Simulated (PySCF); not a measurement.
# Ne: ionisation energy

Ne [Ne] (1S) → Ne⁺ [He] 2s2 2p5 (2P), as a difference of total energies. All numbers are calculated (PySCF 2.14, no relativity, point nucleus, in def2-QZVPPD (8s5p4d2f1g, 66 functions)). Correlated levels: valence and next inner shell: nothing frozen. The calculations carry no spin-orbit coupling.

| method | ionisation energy (eV) |
| --- | --- |
| UHF | 19.660 |
| MP2 (valence and next inner shell) | 21.700 |
| SCS-MP2 (valence and next inner shell) | 21.555 |
| CCSD (valence and next inner shell) | 21.429 |
| CCSD(T) (valence and next inner shell) | 21.497 |

Question: How much does correlation contribute at CCSD(T) (valence and next inner shell)?

Answer: 21.497 − (19.660) = 1.837 eV, measured against UHF.

Errors of the correlated levels include the incompleteness of this basis.

For comparison: 21.597 eV (measured; NIST levels, between the centres of gravity of the two terms).
